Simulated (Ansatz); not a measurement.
**N2 (singlet): from Hartree-Fock to the top rungs at distance N1–N2 = 1.349 Å, 6-31G**

How much of the correlation energy of N2 (singlet) does each wave-function method recover here?

The runs use Ansatz 0.2.0, Gaussian basis; 6-31G, core rule «outside noble gas», up to 2 orbitals frozen.

Plan: UHF; CCSD(T) on RHF; CCSD(T) on UHF; BCCD(T) on RHF; CISD; CCSDT(Q) on RHF; CCSDT(Q) on UHF; CISDTQ; CCSDTQ on RHF; CCSDTQ on UHF; CASSCF and MRCISD+Q, 2 electrons in 2 orbitals; CASSCF and NEVPT2, 2 electrons in 2 orbitals; CASSCF and MRCISD+Q, 10 electrons in 8 orbitals; CASSCF and NEVPT2, 10 electrons in 8 orbitals; Full CI.

23 further runs of the same task are left out: 15 that didn't finish, 8 set aside as unsound or not needed.

## Step 1: The system

The geometry derives from a PBE0/def2-TZVP stationary point (not a proven minimum). One bond is set to the value named and the two fragments are kept rigid.

2 atoms, charge 0, spin multiplicity 1.

Atoms are counted from 1 here; the program's logs count them from 0.

Bond lengths: N1–N2 1.349 Å.

## Step 2: UHF

File in.yaml:

```yaml
crystal:
  periodic: [false, false, false]
  atoms:
    - {symbol: N, position_ang: [0.000000, 0.000000, 0.000000]}
    - {symbol: N, position_ang: [0.000000, 0.000000, 1.349000]}
basis:
  gaussian: {orbitals: 6-31G}
magnetization: {spin_polarized: true, initial_magnetization: 0}
hamiltonian: {xc: hf}
output: {orbitals: {seedname: orbitals}}
```

Launch:

```bash
> ansatz run in.yaml --threads 1 --pin off --events-out ev --progress --plain --max-ram 2393MiB
```

After this run come: CCSD(T) on RHF; CCSD(T) on UHF; BCCD(T) on RHF; CISD; CCSDT(Q) on RHF; CCSDT(Q) on UHF; CISDTQ; CCSDTQ on RHF; CCSDTQ on UHF; CASSCF and MRCISD+Q, 2 electrons in 2 orbitals; CASSCF and NEVPT2, 2 electrons in 2 orbitals; CASSCF and MRCISD+Q, 10 electrons in 8 orbitals; CASSCF and NEVPT2, 10 electrons in 8 orbitals; Full CI.

Before running them: what should the planned runs give, taken together? Wanted: FCI below the RHF energy; RMP2 from FCI; UMP2 from FCI; RCCSD from FCI; RCCSD(T) from FCI; UCCSD(T) from FCI; RCCSDT(Q) from FCI; UCCSDT(Q) from FCI; NEVPT2 pair from FCI.

As calculated:

| quantity | value |
| --- | --- |
| FCI below the RHF energy | -8.3351 eV |
| RMP2 from FCI | -75.8 kJ/mol |
| UMP2 from FCI | +252.5 kJ/mol |
| RCCSD from FCI | +51.4 kJ/mol |
| RCCSD(T) from FCI | +10.4 kJ/mol |
| UCCSD(T) from FCI | +20.4 kJ/mol |
| RCCSDT(Q) from FCI | -1.9 kJ/mol |
| UCCSDT(Q) from FCI | +4.5 kJ/mol |
| NEVPT2 pair from FCI | +17.0 kJ/mol |
| MRCISD+Q pair from FCI | +31.2 kJ/mol |
| NEVPT2 valence from FCI | +48.2 kJ/mol |
| levels within 1 kcal/mol (43 meV) | RCCSDT(Q), RCCSDTQ, UCCSDTQ, MRCISD+Q valence |
| T1 diagnostic | 0.019 |
| effectively unpaired electrons | 0.31 |

RCCSD(T) lands +10.4 kJ/mol from the yardstick (1.3 % of the correlation energy). CCSD(T) misses by +10.4 kJ/mol on the restricted determinant and by +20.4 kJ/mol on the unrestricted one; the two need not hold the same state or core. RMP2, RCCSDT(Q) fall below full CI, which methods that aren't variational can do. The occupations show some static correlation. Of the multireference levels listed MRCISD+Q valence comes nearest in total energy (+1.1 kJ/mol), which doesn't show that its space is the better one. These misses are within one basis, not against nature.
